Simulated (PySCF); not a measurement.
Cyclopropanone, C3H4O, SMILES O=C1CC1, point group C2v.

Force field and properties: PBE0/pcSseg-1 (PySCF, grid level 2). Vibrational terms come from second-order perturbation theory with semi-diagonal cubic constants, by steps of ±0.6 along the normal coordinates of each isotopologue. The parent has the commonest isotopes.

Equilibrium geometry (Å):

```json
{"atom": "O1", "x": "1.6407", "y": "1.3578", "z": "-0.0835"}
{"atom": "C2", "x": "0.7212", "y": "0.5974", "z": "-0.0435"}
{"atom": "C3", "x": "0.2634", "y": "-0.7919", "z": "-0.0354"}
{"atom": "C4", "x": "-0.7276", "y": "0.4099", "z": "0.0315"}
{"atom": "H5", "x": "0.4024", "y": "-1.3880", "z": "0.8666"}
{"atom": "H6", "x": "0.3048", "y": "-1.3663", "z": "-0.9609"}
{"atom": "H7", "x": "-1.3330", "y": "0.6199", "z": "-0.8503"}
{"atom": "H8", "x": "-1.2357", "y": "0.5987", "z": "0.9772"}
```

Species: ²H at 5. Output of the displacement run:

```
mode    cm-1    km/mol   phi_rrr   E(+)/cm-1  E(-)/cm-1
  1    304.53     4.80       2.6      57.02      56.93
  2    495.26     1.60      -4.7      89.13      89.47
  3    564.74     0.70       3.6     103.32     103.23
  4    634.25     1.81     -40.7     114.36     117.22
  5    738.79     8.64     -53.1     131.13     135.00
  6    900.93    32.35     -49.5     160.84     164.32
  7    988.28    95.43      -2.4     178.10     178.27
  8   1040.32     3.45     103.4     191.28     183.79
  9   1065.93    36.26      64.7     194.68     190.06
 10   1090.46     5.11      47.4     198.19     194.82
 11   1130.54     4.96     -63.8     201.58     206.01
 12   1275.52     9.88      13.7     230.85     229.76
 13   1411.64     9.27     -52.2     252.54     256.33
 14   1977.92   343.31     461.7     373.46     340.27
 15   2328.76     3.98    1214.3     465.75     378.56
 16   3124.11     1.74   -1331.3     517.15     612.87
 17   3170.86     0.77    1927.7     645.51     507.11
 18   3213.22     0.02      -3.1     581.19     581.35
```

For the shielding of C4 (σe = 181.52 ppm):

```csv
mode,ω (cm⁻¹),Σr φrrs (cm⁻¹),∂σ/∂q,∂²σ/∂q²
1,305,2,0.089,-4.677
2,495,-6,1.647,-1.177
3,565,-6,-0.683,-2.495
4,634,-27,0.062,-2.219
5,739,-64,0.243,-1.324
6,901,-8,-0.585,-0.174
7,988,-65,-2.859,0.169
8,1040,591,2.029,-0.561
9,1066,174,0.482,0.243
10,1090,376,1.012,-0.136
11,1131,-297,-1.641,-0.159
12,1276,127,1.146,-0.442
13,1412,-1,0.041,0.090
14,1978,-172,0.727,0.082
15,2329,148,0.953,-0.237
16,3124,-325,-8.199,-1.563
17,3171,267,1.211,-0.335
18,3213,-34,-0.123,-2.055
```

Work out the zero-point average of this shielding.

With ⟨qs⟩ = −Σr φrrs/(4ωs) and ⟨qs²⟩ = 1/2: the mean displacements are -0.001, 0.003, 0.003, 0.011, 0.022, 0.002, 0.016, -0.142, -0.041, -0.086, 0.066, -0.025, 0.000, 0.022, -0.016, 0.026, -0.021, 0.003. The anharmonic term Σ (∂σ/∂q)⟨q⟩ is -0.81 ppm, the harmonic term ¼ Σ ∂²σ/∂q² is -4.24 ppm, so ⟨σ⟩ = 176.47 ppm.
